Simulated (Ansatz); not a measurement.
**HSiP, singlet in 6-31G: errors against full CI**

Geometry: a PBE0/def2-TZVP stationary point for this spin, not checked as a minimum.

```xyz
3

Si    0.0000    0.0000    0.1538
P     0.0000    0.0000   -1.7906
H     0.0000    0.0000    1.6368
```

Basis 6-31G; Ansatz 0.2.0. Only valence electrons are correlated (noble-gas cores frozen), which leaves 10 electrons in 18 orbitals. Prefix R: restricted or restricted open-shell reference; prefix U: unrestricted. Active spaces: valence = (10e, 9o) chosen from the atoms' valence shells.

Full CI is exact within this basis and frozen core; it isn't the basis-set limit. The frozen core follows each run's orbitals, which can shift R against U totals by a few meV.

Unrestricted rows (U) aren't spin-pure: their determinants' ⟨S²⟩ exceeds S(S+1) by up to 0.82, so they mix in states of higher spin.

- UHF ⟨S²⟩: 0.823
- T1 diagnostic (RCCSD): 0.0194
- largest doubles amplitude (RCCSD): 0.150

| level | E − E(RHF) (eV) |
| --- | --- |
| UHF | -0.2941 |
| RMP2 | -3.5729 |
| RCCSD | -3.8889 |
| RCCSD(T) | -4.0196 |

(1) Estimate how far full CI in 6-31G lies from RCCSD(T). The table doesn't fix it; the size of (T) and the diagnostics are the guide.

(1) Full CI in 6-31G lies 5.2 kJ/mol below RCCSD(T), which is 41 % of the (T) step (-12.6 kJ/mol). A doubles amplitude is large, RHF is unstable towards spin polarisation, and the rest is a large part of (T). The miss exceeds 1 kcal/mol.

The other levels:

```
                   level  E − E(full CI) (kJ/mol)  share of correlation (%)  wall time
                    CISD                     51.4                     86.92      1.4 s
                 BCCD(T)                      5.1                     98.70      1.2 s
                  RCCSDT                      3.5                     99.10          –
                  CISDTQ                      4.0                     98.98        7 s
               RCCSDT(Q)                      0.0                     99.99      3.2 s
                 RCCSDTQ                      0.5                     99.88       20 s
  CASSCF (valence space)                     86.8                     77.92          –
  NEVPT2 (valence space)                     25.2                     93.58      8.5 s
  MRCISD (valence space)                      2.6                     99.34          –
MRCISD+Q (valence space)                      0.5                     99.86       13 s
```

The correlation energy at full CI, counted from RHF, is -4.073 eV. That run took 4.4 min on 1 thread of Intel Xeon, shared host over 18,367,552 determinants.

Times hold each run's SCF and search for its determinant on a shared host, so for small cases they say little of a method's own cost; they ran on 1 thread of Intel Xeon.

The full-CI state has the irrep A1 of C2v, in the program's axes (one component, if the state is degenerate).

Natural occupations of full CI about the gap: 1.983 1.960 1.944 1.888 1.888 0.110 0.110 0.064 0.017 0.009; effectively unpaired electrons, Σ n²(2−n)², 0.21.

Atomization energy (electronic, same basis, no zero-point term; atoms at the same level, unrestricted beside the R rows where the molecule is a closed shell, with restricted open-shell steps beyond CCSDT(Q)) at full CI: 447.1 kJ/mol. Errors of other levels:

```csv
level,error (kJ/mol)
RHF,-289.1
UHF,-260.8
RMP2,-12.7
CISD,-50.4
RCCSD,-17.0
RCCSD(T),-4.9
BCCD(T),-4.8
RCCSDT,-3.6
CISDTQ,-4.0
RCCSDT(Q),0.0
RCCSDTQ,-0.5
CASSCF (valence space),-17.2
NEVPT2 (valence space),1.2
MRCISD (valence space),-1.8
MRCISD+Q (valence space),-0.6
```

This basis is far from its limit, so the value isn't to be set against a measured one. Truncated CI isn't size-consistent, which counts against it in atomization.
